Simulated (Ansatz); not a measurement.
# H2SO2 (SMILES OSO): one structure at several levels

A test off equilibrium: a structure displaced at random from a GFN2-xTB minimum is computed at several levels, and each is set against CCSD(T).

Method: single points in def2-TZVPP; program: Ansatz 0.2.0, Gaussian basis.

Correlated methods freeze the cores.

## (1) The starting structure

SMILES `OSO`, 5 atoms, charge 0, spin multiplicity 1.

Atoms are counted from 1 here; the program's logs count them from 0.

Bond lengths: O1–S2 1.635 Å, O1–H4 0.872 Å, S2–O3 1.611 Å, O3–H5 1.020 Å. Angles: S2–O1–H4 105.6°, O1–S2–O3 106.8°, S2–O3–H5 113.1°.

As a file:

```xyz
5
H2O2S
O    -1.1402    0.2287   -0.7002
S    -0.4167   -0.6774    0.4519
O     0.7205    0.2452    1.1234
H    -0.7196    0.0453   -1.4415
H     1.6414    0.1103    0.7070
```

## (2) CCSD(T)/def2-TZVPP

Input file run/in.yaml:

```yaml
crystal:
  periodic: [false, false, false]
  atoms:
    - {symbol: O, position_ang: [-1.140200, 0.228700, -0.700200]}
    - {symbol: S, position_ang: [-0.416700, -0.677400, 0.451900]}
    - {symbol: O, position_ang: [0.720500, 0.245200, 1.123400]}
    - {symbol: H, position_ang: [-0.719600, 0.045300, -1.441500]}
    - {symbol: H, position_ang: [1.641400, 0.110300, 0.707000]}
basis:
  gaussian: {orbitals: def2-TZVPP}
correlation: {method: ccsd_t}
output: {forces: true}
```

On the command line:

```bash
ansatz run in.yaml --threads 4 --pin off --events-out ev --progress --plain --max-ram 5222MiB
```

## (3) PBE0-D4/def2-TZVPP

run/in.yaml, as its differences from that of step 2:

```diff
@@ -10,3 +10,3 @@
   gaussian: {orbitals: def2-TZVPP}
-correlation: {method: ccsd_t}
-output: {forces: true}
+hamiltonian: {xc: pbe0, dispersion: d4}
+output: {forces: true, orbitals: {seedname: orbitals}}
```

## (4) wB97M-V/def2-TZVPP

run/in.yaml, as its differences from that of step 3:

```diff
@@ -10,3 +10,3 @@
   gaussian: {orbitals: def2-TZVPP}
-hamiltonian: {xc: pbe0, dispersion: d4}
-output: {forces: true, orbitals: {seedname: orbitals}}
+hamiltonian: {xc: {name: wB97M-V}}
+output: {forces: true}
```

## (5) r2SCAN-D4/def2-TZVPP

run/in.yaml, as its differences from that of step 4:

```diff
@@ -10,3 +10,3 @@
   gaussian: {orbitals: def2-TZVPP}
-hamiltonian: {xc: {name: wB97M-V}}
+hamiltonian: {xc: r2scan, dispersion: d4}
 output: {forces: true}
```

## (6) PBE-D4/def2-TZVPP

run/in.yaml, as its differences from that of step 5:

```diff
@@ -10,3 +10,3 @@
   gaussian: {orbitals: def2-TZVPP}
-hamiltonian: {xc: r2scan, dispersion: d4}
+hamiltonian: {xc: pbe, dispersion: d4}
 output: {forces: true}
```

## (7) revPBE-D4/def2-TZVPP

run/in.yaml, as its differences from that of step 6:

```diff
@@ -10,3 +10,3 @@
   gaussian: {orbitals: def2-TZVPP}
-hamiltonian: {xc: pbe, dispersion: d4}
+hamiltonian: {xc: {name: revPBE}, dispersion: d4}
 output: {forces: true}
```

## (8) B97M-V/def2-TZVPP

run/in.yaml, as its differences from that of step 7:

```diff
@@ -10,3 +10,3 @@
   gaussian: {orbitals: def2-TZVPP}
-hamiltonian: {xc: {name: revPBE}, dispersion: d4}
+hamiltonian: {xc: {name: B97M-V}}
 output: {forces: true}
```

(Steps that only read results are left out.)

Q: Predict the outcome of this session. Wanted: energy less free atoms, CCSD(T)/def2-TZVPP; RMS force component; RMS force error; HOMO and LUMO, PBE0-D4; T1 diagnostic.

**Answer**, as computed:

```
                                  quantity                                                                                            value
energy less free atoms, CCSD(T)/def2-TZVPP                                                                                       -14.937 eV
                       RMS force component                                                             2.402 to 2.631 eV/Å over the methods
                           RMS force error  PBE0-D4 0.184, wB97M-V 0.134, r2SCAN-D4 0.079, PBE-D4 0.312, revPBE-D4 0.358, B97M-V 0.142 eV/Å
                    HOMO and LUMO, PBE0-D4                                                                               -6.48 and -0.14 eV
                             T1 diagnostic                                                                                            0.015
```

In words: Against CCSD(T) the functionals' energies less atoms differ by -1.443 to -0.538 eV, PBE-D4 by -1.443 eV. The reference is not at the basis limit: in triple zeta CCSD(T) underbinds, which counts against methods that bind more; the gaps are no ranking. The forces of r2SCAN-D4 come nearest to CCSD(T), those of revPBE-D4 are farthest. Frozen-core CCSD(T) forces in triple zeta carry basis errors of their own, and this is one geometry, so small gaps rank nothing.
